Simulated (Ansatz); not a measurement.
Density of states of TiSi$_{2}$ (Cmcm, a = 3.528 Å, b = 13.511 Å, c = 3.565 Å, α = 90.00°, β = 90.00°, γ = 90.00°), in states per eV and primitive cell, averaged over bins of 0.4 eV. Theory: DFT r2SCAN, scalar-relativistic, plane waves, PAW in Ansatz 0.2.0.

Settings: cutoff 500 eV, Γ-centred mesh 10×10×10 on the computed 6-atom cell, Gaussian smearing of 0.10 eV; no spin polarisation.

The cell is relaxed at this level. The states (both spins) are summed by tetrahedra on a 15×15×15 mesh at the self-consistent density. Energies are bin centres; the table starts no lower than −8 eV and ends at 6 eV, or lower where the solved bands end.

It is a metal at this level.

| E − E_F (eV) | total | Ti 3d | Si 3p | Si 3s | Ti 4s |
| --- | --- | --- | --- | --- | --- |
| -7.85 | 1.30 | 0.17 | 0.44 | 0.64 | 0.03 |
| -7.45 | 0.95 | 0.13 | 0.33 | 0.45 | 0.02 |
| -7.05 | 1.31 | 0.17 | 0.52 | 0.52 | 0.07 |
| -6.65 | 1.35 | 0.16 | 0.70 | 0.35 | 0.09 |
| -6.25 | 1.29 | 0.15 | 0.80 | 0.24 | 0.06 |
| -5.85 | 1.84 | 0.22 | 1.18 | 0.28 | 0.10 |
| -5.45 | 2.04 | 0.27 | 1.27 | 0.33 | 0.11 |
| -5.05 | 1.79 | 0.27 | 1.14 | 0.25 | 0.08 |
| -4.65 | 2.12 | 0.34 | 1.38 | 0.23 | 0.09 |
| -4.25 | 2.66 | 0.46 | 1.77 | 0.26 | 0.08 |
| -3.85 | 2.97 | 0.61 | 1.98 | 0.23 | 0.05 |
| -3.45 | 3.49 | 0.89 | 2.25 | 0.20 | 0.04 |
| -3.05 | 3.71 | 1.19 | 2.18 | 0.19 | 0.04 |
| -2.65 | 4.03 | 1.67 | 2.04 | 0.16 | 0.03 |
| -2.25 | 3.60 | 1.74 | 1.62 | 0.11 | 0.02 |
| -1.85 | 3.20 | 1.74 | 1.20 | 0.12 | 0.01 |
| -1.45 | 2.88 | 1.63 | 0.98 | 0.13 | 0.01 |
| -1.05 | 2.16 | 1.35 | 0.63 | 0.08 | 0.01 |
| -0.65 | 1.50 | 1.00 | 0.38 | 0.04 | 0.01 |
| -0.25 | 1.42 | 1.00 | 0.31 | 0.04 | 0.01 |
| 0.15 | 1.44 | 1.07 | 0.26 | 0.03 | 0.01 |
| 0.55 | 2.74 | 1.85 | 0.61 | 0.11 | 0.02 |
| 0.95 | 3.24 | 2.10 | 0.69 | 0.22 | 0.03 |
| 1.35 | 4.41 | 2.73 | 0.91 | 0.39 | 0.07 |
| 1.75 | 6.00 | 4.18 | 0.94 | 0.38 | 0.15 |
| 2.15 | 5.39 | 3.76 | 0.80 | 0.43 | 0.13 |
| 2.55 | 5.25 | 3.09 | 0.91 | 0.69 | 0.19 |
| 2.95 | 5.30 | 2.88 | 1.03 | 0.70 | 0.29 |
| 3.35 | 5.33 | 2.49 | 1.33 | 0.63 | 0.36 |
| 3.75 | 3.94 | 1.64 | 1.14 | 0.41 | 0.30 |
| 4.15 | 3.94 | 1.38 | 1.33 | 0.35 | 0.31 |
| 4.55 | 4.11 | 1.23 | 1.56 | 0.32 | 0.27 |
| 4.95 | 2.99 | 0.76 | 1.17 | 0.23 | 0.19 |
| 5.35 | 3.24 | 0.70 | 1.34 | 0.23 | 0.19 |
| 5.75 | 2.90 | 0.55 | 1.24 | 0.21 | 0.14 |

The columns after the total are the main Löwdin projections on the occupied valence shells of the potentials; 2 others are left out. The rest of the total lies in those, in shells that are empty in the free atom, which aren't projected, and between the atoms.

This form isn't the usual stable structure of the compound.

Cost: 1 run of about 8.6 core-minutes, on Intel Xeon Processor @ 2.50GHz (Skylake/Cascade Lake) (shared hosts).